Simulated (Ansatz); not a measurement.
**C3H4F2: basis-set convergence**

How large a basis does C3H4F2 need? Two functionals are run in growing sets.

Computed with Ansatz 0.2.0, Gaussian basis. Level: one geometry, several basis sets.

The runs, in order: PBE0-D4/def2-SVP; ωB97M-V/def2-SVP; PBE0-D4/def2-QZVPP; ωB97M-V/def2-QZVPP; the functionals' def2-TZVPP values are taken from earlier runs.

## (1) The geometry

An earlier PBE0-D4 in a triple-zeta def2 set relaxation fixed the geometry.

SMILES `C=C(F)CF`, 9 atoms, charge 0, spin multiplicity 1.

Atoms are counted from 1 here; the program's logs count them from 0.

Bond lengths: C1–C2 1.316 Å, C1–H6 1.080 Å, C1–H7 1.081 Å, C2–F3 1.343 Å, C2–C4 1.490 Å, C4–F5 1.370 Å, C4–H8 1.096 Å, C4–H9 1.096 Å. Angles: C2–C1–H6 119.3°, C2–C1–H7 120.9°, H6–C1–H7 119.8°, C1–C2–F3 121.8°, C1–C2–C4 128.2°, F3–C2–C4 109.9°, C2–C4–F5 110.9°, C2–C4–H8 109.8°, C2–C4–H9 109.8°, F5–C4–H8 108.9°, F5–C4–H9 108.9°, H8–C4–H9 108.4°.

## (2) PBE0-D4 in def2-SVP

File in.yaml:

```yaml
crystal:
  periodic: [false, false, false]
  atoms:
    - {symbol: C, position_ang: [0.813565, -0.432885, -1.077023]}
    - {symbol: C, position_ang: [0.485508, -0.132129, 0.161590]}
    - {symbol: F, position_ang: [1.358860, -0.252815, 1.174739]}
    - {symbol: C, position_ang: [-0.821197, 0.368426, 0.674052]}
    - {symbol: F, position_ang: [-1.728272, 0.498341, -0.344615]}
    - {symbol: H, position_ang: [0.078346, -0.320205, -1.860129]}
    - {symbol: H, position_ang: [1.805521, -0.789477, -1.318173]}
    - {symbol: H, position_ang: [-1.220392, -0.329368, 1.418669]}
    - {symbol: H, position_ang: [-0.683339, 1.343914, 1.153789]}
basis:
  gaussian: {orbitals: def2-SVP}
hamiltonian: {xc: pbe0, dispersion: d4}
output: {orbitals: {seedname: orbitals}}
```

After this run come: ωB97M-V in def2-SVP; PBE0-D4 in def2-QZVPP; ωB97M-V in def2-QZVPP.

**Question.** What will the summary of the whole plan be? Wanted: PBE0-D4: double and triple zeta above quadruple; ωB97M-V: double and triple zeta above quadruple.

**Answer**, as computed:

| quantity | value |
| --- | --- |
| PBE0-D4: double and triple zeta above quadruple | 10.65, 0.45 eV |
| ωB97M-V: double and triple zeta above quadruple | 10.95, 0.43 eV |

What this shows: For PBE0-D4 the step from double to triple zeta gains 10.20 eV and the next only 0.45 eV. Total energies overstate the basis error of differences, where much of it tends to cancel. The LUMO of ωB97M-V is positive and keeps falling with the basis (2.70 to 2.03 eV): an unbound level that the basis holds in place.
